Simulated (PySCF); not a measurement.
# FH5Si2: the cost of one run

The runs use PySCF 2.14.0, with density-fitted response routines of our own; the level of theory stands in each step. All values are computed, except where a source is named. Atoms count from 0, in the outputs and in this text.

### Step 1. The molecule as given

8 atoms, charge 0, multiplicity 1; geometry from: GFN2-xTB. The atoms were then displaced at random by about 0.01 Å, so the start is not that level's minimum.

Bonds of the start (Å): F0–Si1 1.63, Si1–Si2 2.32, Si1–H3 1.47, Si1–H4 1.47, Si2–H5 1.47, Si2–H6 1.46, Si2–H7 1.45.

### Step 2. Optimising the geometry at PBE0-D3(BJ)/def2-SVP

The job: settings as JSON, then the geometry in Å.

```
{"job": {"xc": "PBE0", "basis": "def2-SVP", "d3": "d3bj", "grid": 1, "shake": 0.01, "kind": "geom"}, "charge": 0, "multiplicity": 1}
F      1.866920     0.108750     1.210160
Si     1.103520    -0.073060    -0.220910
Si    -1.184310     0.056070     0.114160
H      1.668440    -1.355840    -0.663820
H      1.707400     0.979030    -1.042990
H     -1.594920     1.357360     0.661900
H     -1.654590    -0.971360     1.041770
H     -1.857330    -0.120080    -1.152730
```

The run is started by

```bash
$ OMP_NUM_THREADS=1 python probes_run.py task.json out
```

The driver reads the jobs from task.json and runs them one after another.

**Question.** How long does this first job take on 1 thread of Arm Neoverse V2, shared host, and how much memory does it need?

About 7.5 s, with a peak of 0.32 GiB.
